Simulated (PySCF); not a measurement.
# C4H7ClO: the cost of one run

Programs: PySCF 2.14.0, with routines of our own; each step states its level. All values are computed. Atoms count from 0.

## 1. The system as given

13 atoms, charge 0, multiplicity 1; geometry from: GFN2-xTB.

## 2. Relaxing the molecule at PBE0-D3(BJ)/def2-SVP

The job: settings as JSON, then the geometry in Å.

```
{"job": {"xc": "PBE0", "basis": "def2-SVP", "d3": "d3bj", "grid": 1, "kind": "geom"}, "charge": 0, "multiplicity": 1}
C      2.045992     0.000466    -0.060559
C      0.826618     0.377983    -0.390456
C     -0.375684     0.235576     0.500205
O     -1.009724     1.473476     0.734183
C     -1.386903    -0.745896    -0.115501
Cl    -0.669836    -2.362429    -0.274550
H      2.878864     0.119103    -0.732234
H      2.259509    -0.449581     0.894332
H      0.625601     0.826196    -1.356436
H     -0.075164    -0.127721     1.487740
H     -1.173584     1.905898    -0.112608
H     -1.684011    -0.422174    -1.114895
H     -2.266068    -0.830410     0.523051
```

Run with:

```sh
> OMP_NUM_THREADS=1 python excited_run.py task.json out
```

The driver reads the jobs from task.json and runs them one after another.

Q: Estimate the wall time and peak memory of this first job on 1 thread of Arm Neoverse N1, shared host.

About 39 s, with a peak of 0.53 GiB.
